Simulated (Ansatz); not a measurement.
# Counterpoise correction, worked out

The pair of H$_{2}$S (SMILES S, atoms 1–3) and HCN (SMILES C#N, atoms 4–6), both closed shells, in one local arrangement (a lower one may exist), relaxed at PBE0-D4/def2-TZVP:

S1  (0.071, -0.449, -2.593)
H2  (0.038, 0.876, -2.799)
H3  (0.038, -0.301, -1.257)
C4  (-0.050, -0.042, 2.242)
N5  (-0.022, -0.054, 1.097)
H6  (-0.076, -0.031, 3.310)
(Å)

Computed with Ansatz 0.2.0 (basis: def2-TZVPPD); correlated methods freeze the cores.

CCSD(T) total energies in eV:

| system | geometry | basis functions | energy |
| --- | --- | --- | --- |
| pair | pair | all | -13393.87342 |
| H$_{2}$S | as in the pair | all (partner as ghosts) | -10855.53704 |
| HCN | as in the pair | all (partner as ghosts) | -2538.24960 |
| H$_{2}$S | as in the pair | its own | -10855.52941 |
| HCN | as in the pair | its own | -2538.24174 |
| H$_{2}$S | free (PBE0-D4 minimum) | its own | -10855.52983 |
| HCN | free (PBE0-D4 minimum) | its own | -2538.24348 |

Question: Work out the interaction energy with and without the counterpoise correction, the superposition error, and the binding energy from the relaxed fragments.

Answer: Without correction: -13393.87342 − (-10855.52941) − (-2538.24174) = -0.10227 eV.
With correction (each fragment in the whole basis): -13393.87342 − (-10855.53704) − (-2538.24960) = -0.08678 eV = -2.00 kcal/mol.
The superposition error is the difference, 0.01549 eV, 15 % of the uncorrected value: each fragment borrows its partner's functions.
Deformation from the free shapes: 0.00042 eV for H$_{2}$S and 0.00174 eV for HCN.
Binding energy from relaxed fragments: -0.08678 + 0.00042 + 0.00174 = -0.08462 eV = -1.95 kcal/mol (electronic, without zero-point energy; negative means bound). For comparison, the corrected interaction energy by CCSD(T) at an estimated basis limit (MP2 extrapolated from triple and quadruple zeta, plus CCSD(T) − MP2 in triple zeta) is -0.094 eV; triple zeta with the correction binds less.

T1 diagnostic: at most 0.015.

For scale, one of the runs: CCSD(T)/def2-TZVPPD, 176 basis functions, launched by `ansatz run in.yaml --threads 2 --pin off --events-out ev --progress --plain --max-ram 5222MiB`. Time: 24 s of wall clock on 2 CPU threads of an Arm Neoverse V1; the host was shared. Peak host memory: 1.5 GiB.
